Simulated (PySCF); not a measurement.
Compound: acrylonitrile, C3H3N.
Geometry (GFN2-xTB, Å), atoms numbered from 1 in this order:
```
atom  x, y, z in Å
C1    -0.133    0.860   -0.584
C2     0.460   -0.155    0.033
C3    -0.256   -1.096    0.803
N4    -0.828   -1.866    1.430
H5    -1.199    1.012   -0.525
H6     0.429    1.569   -1.167
H7     1.529   -0.319   -0.016
```

The closed-shell ground state was solved at several levels (PySCF, density fitting, gas phase, non-relativistic).

```json
{"level": "B3LYP/pcJ-1", "basis functions": "138", "HOMO (eV)": "-8.23", "LUMO (eV)": "-1.88", "gap (eV)": "6.35", "dipole (D)": "3.95"}
{"level": "PBE0/pcSseg-1", "basis functions": "83", "HOMO (eV)": "-8.48", "LUMO (eV)": "-1.67", "gap (eV)": "6.81", "dipole (D)": "3.96"}
```

**Question.** What might CAM-B3LYP/def2-SVPD (104 basis functions) give for the same quantities?

**Answer.** HOMO -9.81 eV, LUMO -0.59 eV, gap 9.22 eV, dipole 4.05 D.

**Question.** Over all these levels, which gives the widest orbital gap and which the narrowest?

**Answer.** CAM-B3LYP/def2-SVPD (range-separated hybrid) has the widest, 9.22 eV, and B3LYP/pcJ-1 (global hybrid, 20 % exact exchange) the narrowest, 6.35 eV. Functional and basis both differ between the two, so the spread mixes both effects.

**Question.** How far do the dipole and the HOMO energy spread over the levels?

**Answer.** The dipole runs from 3.95 to 4.05 D (mean 3.99 D) and the HOMO from -9.81 to -8.23 eV.
